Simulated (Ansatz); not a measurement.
# CH7BO: the cost of one run

Method: RKS B3LYP-D4/cc-pVDZ, in Ansatz 0.2.0.

### Step 1. Starting point

Bond lengths: B1–O2 1.760 Å, O2–H3 1.010 Å, B1–H4 1.190 Å, B1–C5 1.600 Å, C5–H6 1.110 Å, C5–H7 1.110 Å, C5–H8 1.110 Å. Angles: B1–O2–H3 109.5°, O2–B1–H4 120.0°, O2–B1–C5 120.0°, H4–B1–C5 120.0°, B1–C5–H6 109.5°, B1–C5–H7 109.5°, B1–C5–H8 109.5°, H6–C5–H7 109.4°, H6–C5–H8 109.4°, H7–C5–H8 109.4°.

Structure file:

```xyz
10

B     0.0000    0.0000    0.0000
O     0.0000    0.0000    1.7600
H    -0.9095   -0.2814    2.0971
H     1.0305    0.0000   -0.5950
C    -1.3856    0.0000   -0.8000
H    -1.9458   -0.9305   -0.5708
H    -1.9898    0.8797   -0.4946
H    -1.1839    0.0508   -1.8903
H     0.0668    1.4124    0.4698
H     0.0544    1.1498    1.3187
```

### Step 2. Pulling towards end A

Springs on the bonds that form and break draw the guess towards this end; the thresholds are loose.

The input, input.yaml:

```yaml
crystal:
  periodic: [false, false, false]
  atoms:
    - { symbol: B, position_ang: [0.0, 0.0, 0.0] }
    - { symbol: O, position_ang: [0.0, 0.0, 1.76] }
    - { symbol: H, position_ang: [-0.9095, -0.2814, 2.0971] }
    - { symbol: H, position_ang: [1.0305, 0.0, -0.595] }
    - { symbol: C, position_ang: [-1.3856, 0.0, -0.8] }
    - { symbol: H, position_ang: [-1.9458, -0.9305, -0.5708] }
    - { symbol: H, position_ang: [-1.9898, 0.8797, -0.4946] }
    - { symbol: H, position_ang: [-1.1839, 0.0508, -1.8903] }
    - { symbol: H, position_ang: [0.0668, 1.4124, 0.4698] }
    - { symbol: H, position_ang: [0.0544, 1.1498, 1.3187] }
basis:
  gaussian: { orbitals: cc-pVDZ }
hamiltonian:
  xc: b3lyp
  dispersion: d4
relax:
  f_tol: 0.15
  max_steps: 25
  restrain:
    - { distance: [0, 8], at: 2.39, k: 30.0 }
    - { distance: [9, 1], at: 2.21, k: 30.0 }
    - { distance: [0, 1], at: 1.41, k: 30.0 }
    - { distance: [9, 8], at: 0.66, k: 30.0 }
output:
  orbitals: {}
```

Run with:

```sh
$ ansatz run input.yaml --threads 1 --pin off --max-ram 2048MiB --backend cpu --events-out ev --progress --plain --runs-dir out
```

What time and memory should one allow on 1 thread of Arm Neoverse V2, shared host?

About 22 s, with a peak of 0.13 GiB.
